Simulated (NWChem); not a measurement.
## An input for SiHF (SMILES F[SiH])

SiHF: 3 atoms, total charge 0, spin state singlet. SMILES: `F[SiH]`. The shape is that of a PBE0-D4/def2-TZVP optimisation.

```xyz
3

F    -1.0902    0.0244   -0.6023
Si    0.1868    0.6294    0.1738
H     0.8924   -0.7186    0.4153
```

Settings wanted:

```json
{
  "task": "polarizability",
  "method": "DFT",
  "functional": "SVWN5",
  "basis set": "pcseg-1",
  "integral approximation": "none",
  "reference": "RKS",
  "relativity": "none",
  "integration grid": "fine",
  "SCF convergence threshold": "1e-08",
  "iteration cap": "100",
  "module": "dft",
  "frequency": "0 Eh"
}
```

Q: Write the NWChem 7.3.0 input and the command.

A: One that was run (others would do as well):

fhsi.xyz:
```
3

F     -1.090200     0.024400    -0.602300
Si     0.186800     0.629400     0.173800
H      0.892400    -0.718600     0.415300
```

fhsi.nw:
```
start fhsi
memory total 2200 mb
geometry noautosym nocenter noautoz
load format xyz fhsi.xyz
end
basis spherical bse
* library pcseg-1
end
dft
xc slater vwn_5
grid fine
convergence energy 1e-08
maxiter 100
mulliken
noprint "final vectors analysis"
end
property
response 1 0
end
task dft property
```

```bash
$ nwchem fhsi.nw > fhsi.out
```

Calculated total energy: -388.09795 Eh.
